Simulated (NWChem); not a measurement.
System: dimethyl ether (C2H6O); SMILES COC

All runs: NWChem. Structure relaxed at the PBE0/def2-SVP level. Vertical excitations in the gas phase; the lowest state need not have the same character in each row.

| level | lowest excitation, singlet (eV) | oscillator strength of that lowest state | orbital gap (eV) | relative time |
|---|---|---|---|---|
| PBE/def2-SVP, full TDDFT | 6.78 | 0.060 | 6.68 | 2 |
| B3LYP/def2-SVP, full TDDFT | 7.49 | 0.073 | 8.58 | 3 |
| Hartree-Fock/def2-SVP, TDHF | 10.17 | 0.164 | 16.29 | 1 |
| CAM-B3LYP/def2-SVP, full TDDFT | 7.94 | 0.081 | 11.49 | 7 |

Relative times are rough (shared machine, one core).
